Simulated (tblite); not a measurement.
Compound: [1.1.1]propellane, C₅H₆.
SMILES with atom numbers: `[CH2:1]1[C:2]23[CH2:3][C:4]12[CH2:5]3` (hydrogens: H6, H7 on C1; H8, H9 on C3; H10, H11 on C5)

Computed with GFN2-xTB (tblite), gas phase: Langevin dynamics at 300 K from the optimised GFN2-xTB geometry, time step 0.5 fs, friction 0.01 fs⁻¹, 2000 steps. The instantaneous temperature is 2·E(kin)/(3Nk) with all 3N coordinates.

```tsv
t (fs)	T (K)	E(pot) above start (eV)	C1–C2 (Å)	C2–C3 (Å)	C3–C4 (Å)	C4–C5 (Å)	C1–C4 (Å)	C1–H6 (Å)
0	263	0.000	1.510	1.510	1.510	1.510	1.510	1.083
50	250	0.346	1.529	1.482	1.541	1.562	1.497	1.075
100	273	0.344	1.462	1.491	1.596	1.544	1.521	1.125
150	427	0.316	1.468	1.546	1.524	1.549	1.534	1.073
200	388	0.381	1.542	1.543	1.498	1.541	1.530	1.090
250	204	0.385	1.506	1.558	1.446	1.489	1.516	1.094
300	230	0.370	1.522	1.522	1.531	1.456	1.497	1.105
350	283	0.370	1.533	1.488	1.456	1.436	1.503	1.083
400	289	0.292	1.512	1.543	1.475	1.500	1.480	1.091
450	309	0.319	1.560	1.547	1.456	1.536	1.487	1.105
500	227	0.375	1.542	1.494	1.503	1.522	1.442	1.068
550	281	0.367	1.465	1.512	1.507	1.440	1.538	1.076
600	270	0.263	1.521	1.478	1.556	1.480	1.560	1.090
650	269	0.316	1.534	1.491	1.562	1.535	1.484	1.093
700	379	0.194	1.467	1.487	1.473	1.516	1.566	1.069
750	288	0.317	1.488	1.509	1.485	1.534	1.520	1.123
800	217	0.281	1.516	1.563	1.549	1.522	1.541	1.059
850	220	0.256	1.533	1.516	1.544	1.489	1.539	1.079
900	181	0.278	1.519	1.525	1.511	1.576	1.480	1.082
950	191	0.532	1.507	1.523	1.494	1.597	1.502	1.132
1000	372	0.341	1.505	1.513	1.491	1.540	1.554	1.054
```

Q: From 500 fs on, how do temperature and potential energy compare with equipartition?

A: The mean temperature of these 11 frames is 263 K against the target 300 K, and the mean potential energy 0.32 eV against 27 × kT/2 = 0.35 eV for 27 classical harmonic modes. For 11 atoms in a canonical ensemble the temperature itself scatters by T·√(2/(3N)) = 74 K; here its standard deviation is 63 K. The whole run lasts only 10 friction times of 100 fs, so these averages carry a wide statistical error.

Q: What are the kinetic and total energies of the listed frame with the highest potential energy?

A: The one at 950 fs, 0.532 eV above the start. Its kinetic energy is 3NkT/2 = 0.272 eV at 191 K, so the sum is 0.80 eV; over the listed frames the sum runs from 0.37 to 0.93 eV, since the thermostat adds and removes energy.

Q: How much do the listed bonds fluctuate from 500 fs on?

A: 
```json
{"bond": "C1–C2", "at the start (Å)": "1.510", "mean (Å)": "1.509", "standard deviation (Å)": "0.025"}
{"bond": "C2–C3", "at the start (Å)": "1.510", "mean (Å)": "1.510", "standard deviation (Å)": "0.022"}
{"bond": "C3–C4", "at the start (Å)": "1.510", "mean (Å)": "1.516", "standard deviation (Å)": "0.030"}
{"bond": "C4–C5", "at the start (Å)": "1.510", "mean (Å)": "1.523", "standard deviation (Å)": "0.041"}
{"bond": "C1–C4", "at the start (Å)": "1.510", "mean (Å)": "1.521", "standard deviation (Å)": "0.037"}
{"bond": "C1–H6", "at the start (Å)": "1.083", "mean (Å)": "1.084", "standard deviation (Å)": "0.023"}
```

The motion is classical and holds no zero-point motion.

The cost below is that of the whole dynamics run. On an Arm Neoverse N1 with one thread, no GPU, shared host with 64 logical CPUs at a one-minute load of 45, this took 9.6 s and 0.18 GiB of memory at its peak.
